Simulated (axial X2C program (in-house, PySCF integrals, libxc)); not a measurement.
## Worked dissociation energy of SiC: HF, spin-free

All values were computed with an axial X2C code built on PySCF integrals. Spin-free means the one-electron spin-free X2C Hamiltonian. Basis: Si dyall-v3z [8s7p2d1f], C dyall-v3z [7s6p2d1f] (cores contracted in-house); Gaussian nuclei, density fitting, unrestricted open shells. Masses: Si 27.977 u, C 12.000 u.

Molecular state: M_S = 1, Λ = 1 (beyond evenly filled blocks: σα, π+α, π+β, π-α).

| Quantity | Value |
| --- | --- |
| E(Si) (2M_S = 2, M_L = 0) | -289.463146 hartree |
| E(C) (2M_S = 2, M_L = 0) | -37.708581 hartree |
| E(SiC) at Re | -327.265182 hartree |
| ωe | 824.2 cm⁻¹ |
| ωexe | 5.06 cm⁻¹ |

Task: Work out De and D0.

Result: De = -289.463146 + (-37.708581) − (-327.265182) = 0.09346 hartree = 2.543 eV. The zero-point energy is ωe/2 − ωexe/4 = 411 cm⁻¹ = 0.051 eV, so D0 = 2.492 eV.

One determinant describes the state; a PBE0 search over occupations chose it and may have missed a lower one. Dissociation energies refer to the lowest single-determinant-based atoms at the same level and basis. PBE0 can misorder states that lie within some tenths of an eV, so this need not be the ground state of the molecule. The nearest other spin-free determinant of the search, M_S = 1, Λ = 0, lies 0.29 eV up at the distance of the search. The determinant is spin-polarised beyond a pure state at some levels (its spin-free form has ⟨S²⟩ too high), which makes Re and μ there less reliable.

Hartree–Fock lacks correlation and underbinds, often by eV.

Each atomic determinant is the lowest at this level and need not be a pure term. Totals compare only within one Hamiltonian and basis.
